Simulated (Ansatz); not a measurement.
**A relaxation, step by step**

CH₆AlN, closed shell, PBE0-D4/def2-TZVP (Ansatz 0.2.0). Settings:

```yaml
hamiltonian: {xc: pbe0, dispersion: d4}
relax: {f_tol: 0.005, max_steps: 200}
```

Start, a step off a saddle point along its unstable mode:

Al1  (-0.940, 0.076, -0.584)
C2  (0.405, 0.479, 0.899)
N3  (0.158, -1.064, -1.232)
H4  (0.652, -0.605, -0.295)
H5  (-2.274, 0.906, -0.502)
H6  (1.416, 0.138, 1.216)
H7  (0.509, 1.551, 0.737)
H8  (-0.239, 0.273, 1.754)
H9  (0.312, -1.754, -1.992)
(Å)

| step | energy less the last (meV) | largest force component (eV/Å) |
| --- | --- | --- |
| 1 | 2441.0 | 2.110 |
| 2 | 1699.7 | 2.849 |
| 3 | 951.2 | 1.447 |
| 4 | 608.5 | 1.451 |
| 5 | 303.8 | 0.880 |
| 6 | 120.1 | 0.618 |
| 7 | 37.0 | 0.231 |
| 8 | 6.9 | 0.150 |
| 9 | 2.4 | 0.093 |
| 10 | 0.4 | 0.058 |
| 11 | 0.1 | 0.017 |
| 12 | 0.0 | 0.004 |

Step 3, positions (Å) and forces (eV/Å):

```json
{"atom": "Al1", "x": "-0.892", "y": "0.101", "z": "-0.519", "Fx": "-0.182", "Fy": "0.696", "Fz": "0.745"}
{"atom": "C2", "x": "0.326", "y": "0.585", "z": "0.976", "Fx": "-0.039", "Fy": "0.225", "Fz": "0.262"}
{"atom": "N3", "x": "0.139", "y": "-1.080", "z": "-1.266", "Fx": "-1.013", "Fy": "0.641", "Fz": "0.077"}
{"atom": "H4", "x": "0.773", "y": "-0.843", "z": "-0.504", "Fx": "1.198", "Fy": "-1.447", "Fz": "-0.963"}
{"atom": "H5", "x": "-2.306", "y": "0.828", "z": "-0.624", "Fx": "0.038", "Fy": "-0.250", "Fz": "-0.288"}
{"atom": "H6", "x": "1.309", "y": "0.067", "z": "1.047", "Fx": "-0.581", "Fy": "0.254", "Fz": "-0.106"}
{"atom": "H7", "x": "0.536", "y": "1.657", "z": "0.950", "Fx": "0.101", "Fy": "0.126", "Fz": "-0.001"}
{"atom": "H8", "x": "-0.181", "y": "0.429", "z": "1.932", "Fx": "-0.008", "Fy": "-0.062", "Fz": "0.155"}
{"atom": "H9", "x": "0.297", "y": "-1.744", "z": "-1.992", "Fx": "0.484", "Fy": "-0.184", "Fz": "0.120"}
```

Step 6, positions (Å) and forces (eV/Å):

```json
{"atom": "Al1", "x": "-0.758", "y": "0.126", "z": "-0.392", "Fx": "-0.364", "Fy": "0.158", "Fz": "-0.036"}
{"atom": "C2", "x": "0.284", "y": "0.732", "z": "1.132", "Fx": "-0.088", "Fy": "0.165", "Fz": "0.133"}
{"atom": "N3", "x": "0.107", "y": "-1.096", "z": "-1.310", "Fx": "0.618", "Fy": "-0.092", "Fz": "0.323"}
{"atom": "H4", "x": "1.005", "y": "-1.253", "z": "-0.857", "Fx": "-0.111", "Fy": "-0.248", "Fz": "-0.397"}
{"atom": "H5", "x": "-2.207", "y": "0.625", "z": "-0.796", "Fx": "-0.009", "Fy": "0.002", "Fz": "-0.016"}
{"atom": "H6", "x": "1.227", "y": "0.191", "z": "1.156", "Fx": "0.247", "Fy": "-0.114", "Fz": "0.038"}
{"atom": "H7", "x": "0.531", "y": "1.797", "z": "1.094", "Fx": "-0.055", "Fy": "0.032", "Fz": "-0.018"}
{"atom": "H8", "x": "-0.206", "y": "0.558", "z": "2.094", "Fx": "-0.069", "Fy": "0.018", "Fz": "-0.009"}
{"atom": "H9", "x": "0.015", "y": "-1.679", "z": "-2.122", "Fx": "-0.169", "Fy": "0.080", "Fz": "-0.019"}
```

Step 9, positions (Å) and forces (eV/Å):

```tsv
atom	x	y	z	Fx	Fy	Fz
Al1	-0.630	0.076	-0.357	0.013	0.067	0.093
C2	0.280	0.795	1.210	0.075	-0.043	0.003
N3	0.171	-1.157	-1.343	-0.054	0.017	-0.019
H4	1.085	-1.538	-1.163	0.015	-0.005	0.003
H5	-2.077	0.559	-0.789	-0.025	-0.039	-0.068
H6	1.259	0.330	1.359	0.007	0.018	0.025
H7	0.437	1.875	1.125	-0.012	0.002	-0.019
H8	-0.302	0.638	2.124	-0.020	-0.008	-0.011
H9	-0.225	-1.578	-2.167	0.002	-0.009	-0.007
```

Last step (12):

```json
{"atom": "Al1", "x (Å)": "-0.6216", "y (Å)": "0.0786", "z (Å)": "-0.3492"}
{"atom": "C2", "x (Å)": "0.2891", "y (Å)": "0.7958", "z (Å)": "1.2179"}
{"atom": "N3", "x (Å)": "0.1655", "y (Å)": "-1.1558", "z (Å)": "-1.3443"}
{"atom": "H4", "x (Å)": "1.0793", "y (Å)": "-1.5451", "z (Å)": "-1.1777"}
{"atom": "H5", "x (Å)": "-2.0685", "y (Å)": "0.5394", "z (Å)": "-0.8127"}
{"atom": "H6", "x (Å)": "1.2709", "y (Å)": "0.3436", "z (Å)": "1.3797"}
{"atom": "H7", "x (Å)": "0.4322", "y (Å)": "1.8776", "z (Å)": "1.1283"}
{"atom": "H8", "x (Å)": "-0.3043", "y (Å)": "0.6365", "z (Å)": "2.1241"}
{"atom": "H9", "x (Å)": "-0.2429", "y (Å)": "-1.5708", "z (Å)": "-2.1662"}
```

Hardware: 2 CPU threads of an Arm Neoverse V2, shared host. Wall time about 23 s.
